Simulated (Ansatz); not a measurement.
# Europium, bcc: convergence with the plane-wave cutoff

Computed with Ansatz, r²SCAN, scalar-relativistic PAW, on the relaxed cell (a = 4.455 Å; ferromagnetic, net 7.86 μB per atom). Errors count from a run at 500 eV on a Γ-centred 13×13×13 mesh with Fermi-Dirac smearing of 0.05 eV, extrapolated to zero width. Fixed here: mesh 10×10×10, Fermi-Dirac width 0.05 eV. The pressure holds a Pulay correction and is unreliable far below the recommended cutoff.

```csv
cutoff (eV),E(σ→0) error (meV/atom),P (GPa),sphere moment (μB),SCF iterations
150,69402.7,11.69,3.91,20
200,11025.1,3.62,7.16,26
250,1486.4,1.20,7.23,23
300,131.6,0.14,7.24,25
350,22.6,0.01,7.25,27
420,12.3,0.00,7.26,33
500,3.6,-0.04,7.32,33
600,1.3,-0.03,7.31,24
800,-0.2,-0.02,7.30,27
```

Within 5 meV/atom of the last row: from 500 eV on.
